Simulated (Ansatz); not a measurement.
Geometry optimisation, RHF/6-31G* in Ansatz 0.2.0.

Input:

```yaml
crystal:
  periodic: [false, false, false]
  atoms:
    - { symbol: Al, position_ang: [0.0, 0.0, 0.0] }
    - { symbol: C, position_ang: [0.0, 0.0, 1.97] }
    - { symbol: H, position_ang: [-0.9996, -0.3092, 2.3405] }
    - { symbol: H, position_ang: [0.7676, -0.7111, 2.3405] }
    - { symbol: H, position_ang: [0.232, 1.0203, 2.3405] }
    - { symbol: H, position_ang: [1.351, 0.0, -0.78] }
    - { symbol: C, position_ang: [-1.706, 0.0, -0.985] }
    - { symbol: H, position_ang: [-2.2662, -0.9305, -0.7558] }
    - { symbol: H, position_ang: [-2.3102, 0.8797, -0.6796] }
    - { symbol: H, position_ang: [-1.5043, 0.0508, -2.0753] }
basis:
  gaussian: { orbitals: "6-31G*" }
hamiltonian:
  xc: hf
relax:
  f_tol: 0.02
  max_steps: 40
output:
  orbitals: {}
```

Launched with:

```bash
$ ansatz run input.yaml --threads 1 --pin off --max-ram 2048MiB --backend cpu --events-out ev --progress --plain --runs-dir out
```

Task: Where does it end, and by what steps?

Result: The run converged. After 3 steps the energy has fallen by 0.107 eV; H3 moved furthest, 0.09 Å.

| step | energy less start (eV) | largest force component (eV/Å) | accepted |
| --- | --- | --- | --- |
| 0 | 0.0000 | 0.810 | yes |
| 1 | -0.1010 | 0.315 | yes |
| 2 | -0.1061 | 0.086 | yes |
| 3 | -0.1066 | 0.012 | yes |

```xyz
10
Properties=species:S:1:pos:R:3
Al -0.009 -0.005 0.003
C 0.008 -0.007 1.979
H -0.952 -0.278 2.412
H 0.756 -0.690 2.377
H 0.262 0.981 2.364
H 1.381 0.005 -0.775
C -1.704 0.000 -1.014
H -2.282 -0.904 -0.821
H -2.341 0.833 -0.721
H -1.554 0.065 -2.088
```

Whether the end is a true minimum wasn't checked by a vibrational analysis.

The run took 3.9 s on 1 thread of Arm Neoverse V2, on a shared host, peak memory 0.1 GiB.
